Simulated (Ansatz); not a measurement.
# B₂H₂ (triplet): B2PLYP, RPA-PBE over a scan of the scale of all distances, 6-31G, part 2 of 2

Ansatz 0.2.0, Gaussian basis; 6-31G, all electrons in the functionals, frozen cores in the correlation of double hybrids and RPA.

### 14 RPA-PBE, 1.496

Contents of in.yaml:

```yaml
crystal:
  periodic: [false, false, false]
  atoms:
    - {symbol: B, position_ang: [0.000000, 0.000000, 1.010739]}
    - {symbol: B, position_ang: [0.000000, 0.000000, -1.360543]}
    - {symbol: H, position_ang: [0.000000, 1.567611, 1.875969]}
    - {symbol: H, position_ang: [0.000000, -1.567611, 1.875969]}
basis:
  gaussian: {orbitals: 6-31G}
magnetization: {spin_polarized: true, initial_magnetization: 2}
hamiltonian: {xc: {name: PBE}}
correlation: {method: rpa, electrons: outside_noble_gas}
```

Run with:

```console
ansatz run in.yaml --threads 1 --pin off --events-out ev --progress --plain --max-ram 2393MiB
```

The program printed, cut to the lines that bear on the results:

```text
Functional definition: PBE
  name "PBE"
  cite "Perdew, Burke & Ernzerhof, Phys. Rev. Lett. 77, 3865 (1996) doi:10.1103/PhysRevLett.77.3865"
  parent pbe
[...]
316 factors; integrals over basis functions are off by at most 2.6e-4 eV
[...]
mean field -1371.87012706 eV, -50.4152972823 hartree, gradient 4.2e-6 eV, S^2 2.004781; 5 other end points of the search recorded, 0 dependent functions left out
2 core orbitals not correlated: weight in the atoms' cores, before any rotation towards them, 1.000 or more for the frozen orbitals, at most 0.000 for the correlated occupied ones
reference -1363.40296327 eV, -50.1041347524 hartree; 5, 3 occupied and 15, 17 virtual orbitals, 316 factors
Total energy: -1370.37670378 eV, -50.3604149893 hartree
```

It took 1.6 s on 1 thread of Arm Neoverse V2, shared host.

From the report: ⟨S²⟩ of the determinant 2.005 (pure triplet: 2.00).

From 1.000: +467.3 kJ/mol.

### 15 RPA-PBE, 1.747

Contents of in.yaml:

```yaml
crystal:
  periodic: [false, false, false]
  atoms:
    - {symbol: B, position_ang: [0.000000, 0.000000, 1.180322]}
    - {symbol: B, position_ang: [0.000000, 0.000000, -1.588816]}
    - {symbol: H, position_ang: [0.000000, 1.830625, 2.190720]}
    - {symbol: H, position_ang: [0.000000, -1.830625, 2.190720]}
basis:
  gaussian: {orbitals: 6-31G}
magnetization: {spin_polarized: true, initial_magnetization: 2}
hamiltonian: {xc: {name: PBE}}
correlation: {method: rpa, electrons: outside_noble_gas}
```

Same command.

The program printed, cut to the lines that bear on the results:

```text
Functional definition: PBE
  name "PBE"
  cite "Perdew, Burke & Ernzerhof, Phys. Rev. Lett. 77, 3865 (1996) doi:10.1103/PhysRevLett.77.3865"
  parent pbe
[...]
316 factors; integrals over basis functions are off by at most 1.7e-4 eV
[...]
mean field -1369.19166334 eV, -50.3168655562 hartree, gradient 2.6e-6 eV, S^2 2.012245; 15 other end points of the search recorded, 0 dependent functions left out
2 core orbitals not correlated: weight in the atoms' cores, before any rotation towards them, 1.000 or more for the frozen orbitals, at most 0.000 for the correlated occupied ones
reference -1360.30711296 eV, -49.9903643519 hartree; 5, 3 occupied and 15, 17 virtual orbitals, 316 factors
Total energy: -1368.15772006 eV, -50.2788688417 hartree
```

Run time: 3.2 s. Hardware: 1 thread of Arm Neoverse V2, shared host.

From the report: ⟨S²⟩ of the determinant 2.012 (pure triplet: 2.00).

From 1.000: +681.4 kJ/mol.

### 16 RPA-PBE, 2.023

Contents of in.yaml:

```yaml
crystal:
  periodic: [false, false, false]
  atoms:
    - {symbol: B, position_ang: [0.000000, 0.000000, 1.366795]}
    - {symbol: B, position_ang: [0.000000, 0.000000, -1.839825]}
    - {symbol: H, position_ang: [0.000000, 2.119837, 2.536822]}
    - {symbol: H, position_ang: [0.000000, -2.119837, 2.536822]}
basis:
  gaussian: {orbitals: 6-31G}
magnetization: {spin_polarized: true, initial_magnetization: 2}
hamiltonian: {xc: {name: PBE}}
correlation: {method: rpa, electrons: outside_noble_gas}
```

Launched as before.

The program printed, cut to the lines that bear on the results:

```text
Functional definition: PBE
  name "PBE"
  cite "Perdew, Burke & Ernzerhof, Phys. Rev. Lett. 77, 3865 (1996) doi:10.1103/PhysRevLett.77.3865"
  parent pbe
[...]
316 factors; integrals over basis functions are off by at most 2.4e-4 eV
[...]
mean field -1367.48950490 eV, -50.2543123874 hartree, gradient 2.4e-6 eV, S^2 2.145558; 23 other end points of the search recorded, 0 dependent functions left out
2 core orbitals not correlated: weight in the atoms' cores, before any rotation towards them, 1.000 or more for the frozen orbitals, at most 0.000 for the correlated occupied ones
reference -1360.00700692 eV, -49.9793356586 hartree; 5, 3 occupied and 15, 17 virtual orbitals, 316 factors
Total energy: -1366.98493837 eV, -50.2357699095 hartree
```

Wall time 11 s (1 thread of Arm Neoverse V2, shared host).

From the report: ⟨S²⟩ of the determinant 2.146 (pure triplet: 2.00).

From 1.000: +794.6 kJ/mol.

### 17 RPA-PBE, 2.375

Contents of in.yaml:

```yaml
crystal:
  periodic: [false, false, false]
  atoms:
    - {symbol: B, position_ang: [0.000000, 0.000000, 1.604616]}
    - {symbol: B, position_ang: [0.000000, 0.000000, -2.159953]}
    - {symbol: H, position_ang: [0.000000, 2.488686, 2.978226]}
    - {symbol: H, position_ang: [0.000000, -2.488686, 2.978226]}
basis:
  gaussian: {orbitals: 6-31G}
magnetization: {spin_polarized: true, initial_magnetization: 2}
hamiltonian: {xc: {name: PBE}}
correlation: {method: rpa, electrons: outside_noble_gas}
```

The command is unchanged.

The program printed, cut to the lines that bear on the results:

```text
Functional definition: PBE
  name "PBE"
  cite "Perdew, Burke & Ernzerhof, Phys. Rev. Lett. 77, 3865 (1996) doi:10.1103/PhysRevLett.77.3865"
  parent pbe
[...]
316 factors; integrals over basis functions are off by at most 2.4e-4 eV
[...]
mean field -1366.57234011 eV, -50.2206072029 hartree, gradient 1.8e-6 eV, S^2 2.488764; 12 other end points of the search recorded, 0 dependent functions left out
2 core orbitals not correlated: weight in the atoms' cores, before any rotation towards them, 1.000 or more for the frozen orbitals, at most 0.000 for the correlated occupied ones
reference -1360.32612432 eV, -49.9910630065 hartree; 5, 3 occupied and 15, 17 virtual orbitals, 316 factors
Total energy: -1366.36854381 eV, -50.2131178271 hartree
```

Run time: 4.1 s. Hardware: 1 thread of Arm Neoverse V2, shared host.

From the report: ⟨S²⟩ of the determinant 2.489 (pure triplet: 2.00).

From 1.000: +854.1 kJ/mol.

### 18 Against the wave-function levels

The yardstick is full CI for this spin, exact in this basis with these frozen cores. It comes from earlier runs at the same points. Energies in kJ/mol, counted from 1.000; blanks weren't run or aren't comparable.

```tsv
level	0.875	1.000	1.100	1.323	1.496	1.747	2.023	2.375
FCI	161.5	0.0	32.3	287.7	503.0	720.1	827.1	884.7
B2PLYP	140.9	0.0	45.9	331.5	575.4	827.2	938.8	995.6
RPA-PBE	169.2	0.0	25.4	264.4	467.3	681.4	794.6	854.1
```

Largest miss and mean time a point (FCI took 77 s a point; shared hosts):

```tsv
level	largest miss (kJ/mol)	where	time a point
B2PLYP	+111.8	2.023	2 s
RPA-PBE	-38.6	1.747	2.8 s
```

### 19 Outcome

The summary covers parts 1 to 2.

| quantity | value |
| --- | --- |
| span of the FCI curve | 884.7 kJ/mol |
| largest miss, B2PLYP | +111.8 kJ/mol (2.023) |
| largest miss, RPA-PBE | -38.6 kJ/mol (1.747) |

Of the functionals, RPA-PBE keep the smallest largest miss at the points compared (at most 38.6 kJ/mol) and B2PLYP strays most (111.8 kJ/mol, at 2.023). B2PLYP, RPA-PBE clearly break the spin symmetry at some points (⟨S²⟩ up to 0.79 above the pure value), so energy there is bought with a mixed spin. Functionals and the yardstick converge differently with the basis, so part of each miss in 6-31G is the basis.
